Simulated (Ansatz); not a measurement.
## BSiH5 (BH2(SiH3)): the energy, rung by rung

The species is BSiH5 (7 atoms), meant as a singlet with charge 0. As SMILES, `[H]B([H])[SiH3]`. The coordinates come from a GFN2-xTB relaxation.

```xyz
7

B     0.5955    1.0386    0.0060
H     1.7651    1.0769    0.0274
H     0.0392    2.0670   -0.0480
Si   -0.3777   -0.6580    0.0184
H    -1.7138   -0.6057    0.6330
H     0.3005   -1.7642    0.7131
H    -0.6090   -1.1546   -1.3498
```

Each level gives the energy change with the Si4–H7 bond stretched from 1.474 to 2.211 Å (eV). The values are calculated.

| level | kind | program | value (eV) | less FCI/STO-3G | CPU time (all runs) |
| --- | --- | --- | --- | --- | --- |
| r2SCAN/STO-3G (restricted) | meta-GGA | Ansatz | 3.00 | +0.22 | 4.5 s |
| r2SCAN0/STO-3G (restricted) | hybrid meta-GGA | Ansatz | 3.27 | +0.49 | 4.8 s |
| wB97M-V/STO-3G (restricted) | range-separated hybrid | Ansatz | 3.25 | +0.47 | 34 s |
| B2PLYP/STO-3G (restricted) | double hybrid | Ansatz | 3.18 | +0.40 | 2.8 s |
| RPA@PBE/STO-3G (restricted) | RPA | Ansatz | 2.85 | +0.07 | 2.9 s |
| MP2/STO-3G (restricted) | perturbation theory | Ansatz | 3.35 | +0.57 | 0.16 s |
| CCSDTQ/STO-3G (restricted) | coupled cluster or CI | Ansatz | 2.78 | 0.00 | 6.3 s |
| FCI/STO-3G | exact in the basis | Ansatz | 2.78 | 0.00 | 21 s |

FCI/STO-3G is exact within its basis and frozen core, so for wave-function methods in that basis the difference is their error; functionals converge differently with the basis, so for them it is only a difference. The first shape isn't each level's own minimum. The values span 2.78 to 3.35 eV. All rows use very small basis sets, so none should be taken for the real molecule's value. Times are those of the runs behind each value, whatever else they computed, on shared processors of several kinds: orders of magnitude only.
